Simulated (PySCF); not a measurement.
# Building multiplets from coupling constants

Molfile (atoms numbered from 1):
```
C4H7FO
     RDKit          3D

 13 12  0  0  0  0  0  0  0  0999 V2000
    1.7434    0.6016    0.4116 C   0  0  0  0  0  0  0  0  0  0  0  0
    1.4210   -0.2511   -0.6593 O   0  0  0  0  0  0  0  0  0  0  0  0
    0.1632   -0.8705   -0.5214 C   0  0  0  0  0  0  0  0  0  0  0  0
   -0.9825    0.0892   -0.6832 C   0  0  0  0  0  0  0  0  0  0  0  0
   -2.0595    0.1120    0.0783 C   0  0  0  0  0  0  0  0  0  0  0  0
   -2.2362   -0.7447    1.1002 F   0  0  0  0  0  0  0  0  0  0  0  0
    2.7399    0.9877    0.2085 H   0  0  0  0  0  0  0  0  0  0  0  0
    1.7504    0.0550    1.3628 H   0  0  0  0  0  0  0  0  0  0  0  0
    1.0371    1.4361    0.4920 H   0  0  0  0  0  0  0  0  0  0  0  0
    0.0882   -1.3865    0.4468 H   0  0  0  0  0  0  0  0  0  0  0  0
    0.1238   -1.6156   -1.3236 H   0  0  0  0  0  0  0  0  0  0  0  0
   -0.8940    0.8042   -1.4859 H   0  0  0  0  0  0  0  0  0  0  0  0
   -2.8990    0.7829   -0.0282 H   0  0  0  0  0  0  0  0  0  0  0  0
  1  2  1  0
  2  3  1  0
  3  4  1  0
  4  5  2  0
  5  6  1  0
  1  7  1  0
  1  8  1  0
  1  9  1  0
  3 10  1  0
  3 11  1  0
  4 12  1  0
  5 13  1  0
M  END
```

In vacuum, fast rotation and ring inversion assumed for equivalent nuclei, one computed conformer, no relativistic terms. B3LYP/pcJ-1 coupling constants (spin–dipole term only in couplings to heteroatoms); structure optimised with GFN2-xTB; shieldings: GIAO PBE0/pcSseg-1; PySCF 2.14.0 with density-fitted response routines.

Shifts are taken against calculated references (same method and geometry level): TMS for ¹H (σref 31.72); ¹⁹F (σref 170.95) vs CFCl3.

Spectrometer: 400 MHz for ¹H. First-order analysis; couplings under 1 Hz (under 4 Hz in carbon signals) are ignored, and nearly equal couplings are merged; the smaller ones broaden or split the lines further.

Q: What pattern does H12 show (¹H)?

A: A doublet of triplets of doublets at δ 5.12: 35.4 Hz to F6 (1 × ¹⁹F, 3 bonds away), 6.9 Hz to H10/H11 (2 × ¹H, 3 bonds away), 6.0 Hz to H13 (1 × ¹H, 3 bonds away). Lines in Hz from the centre (relative intensity): +27.6 (1), +21.6 (1), +20.7 (2), +14.7 (2), +13.8 (1), +7.8 (1), -7.8 (1), -13.8 (1), -14.7 (2), -20.7 (2), -21.6 (1), -27.6 (1). The outer lines are 55.2 Hz apart, the sum of the couplings kept, or 0.138 ppm at this field.

Q: What pattern does H10/H11 show (¹H)?

A: A doublet of doublets of doublets at δ 4.49: 6.9 Hz to H12 (1 × ¹H, 3 bonds away), 3.8 Hz to F6 (1 × ¹⁹F, 4 bonds away), 2.3 Hz to H13 (1 × ¹H, 4 bonds away). Lines in Hz from the centre (relative intensity): +6.5 (1), +4.2 (1), +2.7 (1), +0.4 (1), -0.4 (1), -2.7 (1), -4.2 (1), -6.5 (1). The outer lines are 13.0 Hz apart, the sum of the couplings kept, or 0.033 ppm at this field.

Q: What pattern does F6 show (¹⁹F)?

A: A doublet of doublets of triplets at δ -121.3: 90.2 Hz to H13 (1 × ¹H, 2 bonds away), 35.4 Hz to H12 (1 × ¹H, 3 bonds away), 3.8 Hz to H10/H11 (2 × ¹H, 4 bonds away). Lines in Hz from the centre (relative intensity): +66.6 (1), +62.8 (2), +59.0 (1), +31.2 (1), +27.4 (2), +23.6 (1), -23.6 (1), -27.4 (2), -31.2 (1), -59.0 (1), -62.8 (2), -66.6 (1). The outer lines are 133.2 Hz apart, the sum of the couplings kept, or 0.354 ppm at this field.

Q: What pattern does H13 show (¹H)?

A: A doublet of doublets of triplets at δ 6.93: 90.2 Hz to F6 (1 × ¹⁹F, 2 bonds away), 6.0 Hz to H12 (1 × ¹H, 3 bonds away), 2.3 Hz to H10/H11 (2 × ¹H, 4 bonds away). Lines in Hz from the centre (relative intensity): +50.4 (1), +48.1 (2), +45.8 (1), +44.4 (1), +42.1 (2), +39.8 (1), -39.8 (1), -42.1 (2), -44.4 (1), -45.8 (1), -48.1 (2), -50.4 (1). The outer lines are 100.8 Hz apart, the sum of the couplings kept, or 0.252 ppm at this field.

Unscaled 3J(H,H) at this level run about 10 % above measured values. Couplings across =CH–CH2 type bonds come from one rotamer and its mirror image, and can be 1–2 Hz further off.
